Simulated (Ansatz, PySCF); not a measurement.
Reaction (SMILES): [C]#N -> [C]#N as singlet, charge -1 (an electron is taken up)

Quantity: adiabatic electron affinity (0 K, with zero-point energies), in eV. Positive where the reaction releases energy. Conventions: open shells spin-unrestricted; non-relativistic; no spin-orbit coupling; valence correlation only; six Cartesian d functions in 6-31G* and its kin unless marked 5d; LANL2DZ all-electron up to Ne. Ab initio and DFT rows: single points at B3LYP-D3(BJ) geometries (Ansatz, a first-principles code), with unscaled harmonic terms from B3LYP/6-31G* at its own minima. Sets without +, aug- or the D of def2-TZVPD hold no diffuse functions, which anions need. A UHF reference is markedly spin-contaminated in at least one set, which strains HF and MP2.

```json
[
 {"level": "HF/3-21G", "program": "Ansatz", "adiabatic electron affinity (0 K, with zero-point energies) (eV)": "1.79"},
 {"level": "PBE/LANL2DZ", "program": "Ansatz", "adiabatic electron affinity (0 K, with zero-point energies) (eV)": "3.11"},
 {"level": "BP86/def2-SVP", "program": "PySCF", "adiabatic electron affinity (0 K, with zero-point energies) (eV)": "3.26"},
 {"level": "BP86/6-31G* (5d)", "program": "PySCF", "adiabatic electron affinity (0 K, with zero-point energies) (eV)": "2.89"},
 {"level": "B3LYP/STO-3G", "program": "Ansatz", "adiabatic electron affinity (0 K, with zero-point energies) (eV)": "-0.86"},
 {"level": "MP2/LANL2DZ", "program": "Ansatz", "adiabatic electron affinity (0 K, with zero-point energies) (eV)": "3.82"},
 {"level": "M06-2X/def2-TZVPD", "program": "PySCF", "adiabatic electron affinity (0 K, with zero-point energies) (eV)": "4.02"}
]
```

No value to compare with is used here. The 6 habitual levels span -0.86 (B3LYP/STO-3G) to 3.82 eV (MP2/LANL2DZ); M06-2X/def2-TZVPD gives 4.02.

The levels are drawn from those run, B3LYP/6-31G* more often than the rest, none by its result; runs whose electronic state is in doubt are left out.
